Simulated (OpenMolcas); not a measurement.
# Potential curves of NO⁺: spin–orbit levels

Calculated with OpenMolcas 26.06: state-averaged CASSCF(8,7) over O 2p, N 2s 2p, XMS-CASPT2 (IPEA 0.25, imaginary shift 0.2 hartree), scalar X2C, ANO-RCC-VTZP, then RASSI spin–orbit state interaction with atomic mean-field integrals. C2 symmetry about the axis (a holds Σ, Δ, Γ; b holds Π, Φ, H; Σ⁺ and Σ⁻ are not told apart); roots by multiplicity and irrep: 1a 1, 3a 1, 3b 2.

XMS-CASPT2 energies with spin–orbit state interaction in eV from the lowest point. Curves are followed by energy order within each symmetry, so they are adiabatic and may change character at avoided crossings; for Ω = 0 the + and − levels are counted together.

| R (Å) | (1)Ω=0 | (2)Ω=0 | (1)Ω=1 | (3)Ω=0 | (4)Ω=0 | (2)Ω=1 | (1)Ω=2 |
| --- | --- | --- | --- | --- | --- | --- | --- |
| 0.912 | 2.926 | 13.128 | 13.138 | 13.128 | 16.125 | 16.125 | 13.148 |
| 0.965 | 1.106 | 10.408 | 10.418 | 10.408 | 12.471 | 12.471 | 10.428 |
| 1.012 | 0.284 | 8.850 | 8.860 | 8.850 | 10.187 | 10.187 | 8.870 |
| 1.060 | 0.000 | 7.904 | 7.914 | 7.904 | 8.603 | 8.603 | 7.923 |
| 1.113 | 0.116 | 7.354 | 7.363 | 7.354 | 7.445 | 7.445 | 7.373 |
| 1.166 | 0.527 | 6.741 | 6.741 | 7.166 | 7.166 | 7.175 | 7.184 |
| 1.240 | 1.381 | 6.274 | 6.274 | 7.294 | 7.294 | 7.303 | 7.311 |
| 1.336 | 2.673 | 6.211 | 6.211 | 7.814 | 7.814 | 7.823 | 7.831 |
| 1.484 | 4.617 | 6.664 | 6.664 | 8.840 | 8.840 | 8.847 | 8.854 |

Q: With masses 15.995 and 14.003 u, fit the curves (1)Ω=0, (3)Ω=0, (1)Ω=2 near their minima.

A: At XMS-CASPT2 with spin–orbit state interaction, Te from the lowest curve (the fit fixes ωe to a per cent or two; the method's Re and ωe can be off by some per cent):

```csv
curve,Te (cm⁻¹),Re (Å),ωe (cm⁻¹)
(1)Ω=0,0,1.070,2333.1
(3)Ω=0,57830,1.177,1689.6
(1)Ω=2,57970,1.177,1688.7
```

Measured for comparison (Huber and Herzberg, Constants of Diatomic Molecules, 1979): X 1Σ+ Te 0, Re 1.06322, ωe 2376.42; c 3Π Te 5; A 1Π Te 73471.7, Re 1.1931, ωe 1601.93.

Only roots inside an energy window near the equilibrium distance were included, so the list of states is not complete; labels number the states computed. Each spin and symmetry block has orbitals of its own, averaged over its own roots, so gaps between blocks are less sure than gaps within one and near the minimum can be off by tenths of an eV, in bad cases by more. No Rydberg orbitals are active, so Rydberg states, and σ→σ* states whose orbital the CASSCF left unused, can be missing between those listed. No roots were computed in block 1b (none fell in the window or the block failed), so states of that kind are missing and can lie low or lowest. Points that failed a check (symmetry, reference weights, a jump) are left out.
